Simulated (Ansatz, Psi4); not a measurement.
# COF2 (carbonyl fluoride): a line through the functionals

COF2 has 4 atoms, charge 0, and is taken as a singlet. SMILES: `O=C(F)F`. Geometry: relaxed at PBE0-D4/def2-TZVP.

The HOMO–LUMO gap y, in eV, basis aug-cc-pVDZ; a is the functional's share of exact exchange. Programs: Ansatz 0.2.0, Psi4 1.11.

| functional | program | a | y (eV) |
| --- | --- | --- | --- |
| PBE | Psi4 | 0 | 6.76 |
| BLYP | Psi4 | 0 | 6.74 |
| B3LYP | Psi4 | 0.2 | 9.23 |
| PBE0 | Psi4 | 0.25 | 9.89 |
| r2SCAN0 | Ansatz | 0.25 | ? |
| BHLYP | Psi4 | 0.5 | 12.67 |

Q: Fit y = c + s·a to the known rows and predict r2SCAN0.

A: 
1. Means of the 5 rows: a = 0.1900, y = 9.058.
2. Σ(Δa)² = 0.172, Σ(Δa·Δy) = 2.0484, so the slope is 2.0484/0.172 = 11.909.
3. Intercept: 9.058 − (11.909) × 0.1900 = 6.795. The largest residual of the fit is 0.12.
4. r2SCAN0: 6.795 + (11.909) × 0.25 = 9.77 eV.

The run gave 10.41 eV, so the prediction is off by -0.64 eV, more than the largest residual. Exact exchange lowers occupied levels and raises empty ones. The rows mix families of semi-local functionals, which the line can't see.
